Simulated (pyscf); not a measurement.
`[SiH2][O][PH2]` [doublet] + `[H][H]` -> `[SiH3][O][PH2]` + `[H]` [doublet] (hydrogen abstraction; doublet surface; H–H broken, H–Si formed). Structures and frequencies: ωB97X-D3(BJ)/def2-SVP in PySCF. Energies in kJ/mol from the separated reactants.

```json
[
 {"level": "ωB97X-D3(BJ)/def2-TZVP", "barrier": "58.6", "reaction energy": "+37.2"},
 {"level": "PBE/def2-TZVP", "barrier": "52.7", "reaction energy": "+52.5"},
 {"level": "r²SCAN/def2-TZVP", "barrier": "[?]", "reaction energy": "+56.1"},
 {"level": "PBE0-D3(BJ)/def2-TZVP", "barrier": "52.9", "reaction energy": "+44.5"},
 {"level": "M06-2X/def2-TZVP", "barrier": "76.1", "reaction energy": "+51.1"},
 {"level": "HF/def2-TZVP", "barrier": "[?]", "reaction energy": "[?]"}
]
```

Task: Complete the blanks.

Result: 
- r²SCAN/def2-TZVP, barrier: 53.4
- HF/def2-TZVP, barrier: 80.7
- HF/def2-TZVP, reaction energy: +19.7

At r²SCAN this geometry lies under the product side: in single points on another level's saddle the reverse barrier vanishes, and the forward threshold there is about the reaction energy. •H₂Si–O–PH₂ lies 68.3 kJ/mol over its isomer H₃Si–O–PH• (electronic energy, ωB97M-D3(BJ)/def2-TZVP). H₃Si–O–PH₂ lies 23.9 kJ/mol over its isomer HO–SiH₂–PH₂ (electronic energy, ωB97M-D3(BJ)/def2-TZVP). This is the saddle that the search found; another between the same sides may lie lower. The angle at the transferred H is 176°.
